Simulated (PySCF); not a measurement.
Gas-phase reaction: 2 H₂S₂ → 2 H₂S + S₂

Energies from PySCF, thermal terms from the rigid-rotor harmonic-oscillator model, ideal gas at 1 bar. † marks an energy on the PBE0/def2-TZVP geometry and frequencies; other levels use their own. MP2 and CCSD(T) freeze the core. Open shells (unrestricted): S₂ (multiplicity 3); the rest are closed-shell singlets. MP2 isn't extrapolated to the basis-set limit. CCSD(T) isn't extrapolated to the basis-set limit.

| level | ΔH°(298 K), kJ |
|---|---|
| BLYP/def2-TZVP† | 22 |
| CCSD(T)/def2-SVP† | 6 |
| HF/def2-TZVP† | -8 |
| M06-2X/def2-TZVP† | (withheld) |
| MP2/def2-SVP† | 2 |
| PBE/def2-SVP | (withheld) |
| PBE0/def2-SVP† | (withheld) |
| PBE0/def2-TZVP | 54 |
| r2SCAN/def2-TZVP† | 38 |
| ωB97M-V/def2-TZVP† | (withheld) |

Problem. Complete the blanks.

Solution. 
- M06-2X/def2-TZVP†, ΔH°(298 K), kJ: 60
- PBE/def2-SVP, ΔH°(298 K), kJ: 32
- PBE0/def2-SVP†, ΔH°(298 K), kJ: 34
- ωB97M-V/def2-TZVP†, ΔH°(298 K), kJ: 65
